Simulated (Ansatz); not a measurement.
**A ladder of methods for CH4Si (SMILES C[SiH])**

The species is CH4Si (6 atoms), meant as a singlet with charge 0. SMILES: `C[SiH]`. Geometry: relaxed at PBE0-D4/def2-TZVP.

```csv
atom,x (Å),y (Å),z (Å)
C,-0.0935,-0.3660,-0.3703
Si,0.9173,0.2098,1.1223
H,-1.1569,-0.4101,-0.1022
H,0.2150,-1.3356,-0.7630
H,-0.0240,0.3820,-1.1708
H,0.1422,1.5200,1.2840
```

Quantity: the energy change with the C1–H5 bond stretched from 1.098 to 1.372 Å, in eV. The values are calculated.

| level | kind | program | value (eV) | less FCI/STO-3G | CPU time (all runs) |
| --- | --- | --- | --- | --- | --- |
| PBE/STO-3G (restricted) | GGA | Ansatz | 0.86 | +0.01 | 1.7 s |
| B3LYP/STO-3G (restricted) | global hybrid | Ansatz | 0.93 | +0.08 | 1.8 s |
| HSE06/STO-3G (restricted) | range-separated hybrid | Ansatz | 0.99 | +0.14 | 2.2 s |
| wB97M-V/STO-3G (restricted) | range-separated hybrid | Ansatz | 0.99 | +0.14 | 29 s |
| MP2/STO-3G (restricted) | perturbation theory | Ansatz | 0.98 | +0.13 | 0.17 s |
| CCSD(T)/STO-3G (restricted) | coupled cluster or CI | Ansatz | 0.85 | 0.00 | 0.22 s |
| CCSDT(Q)/STO-3G (restricted) | coupled cluster or CI | Ansatz | 0.85 | 0.00 | 0.4 s |
| FCI/STO-3G | exact in the basis | Ansatz | 0.85 | 0.00 | 7.2 s |

FCI/STO-3G is exact within its basis and frozen core, so for wave-function methods in that basis the difference is their error; functionals converge differently with the basis, so for them it is only a difference. The first shape isn't each level's own minimum. The values span 0.85 to 0.99 eV. All rows use very small basis sets, so none should be taken for the real molecule's value. In so small a basis fixed costs decide the times, and correlated methods can beat functionals. CPU times are rough (shared hosts, several kinds of processor and program).
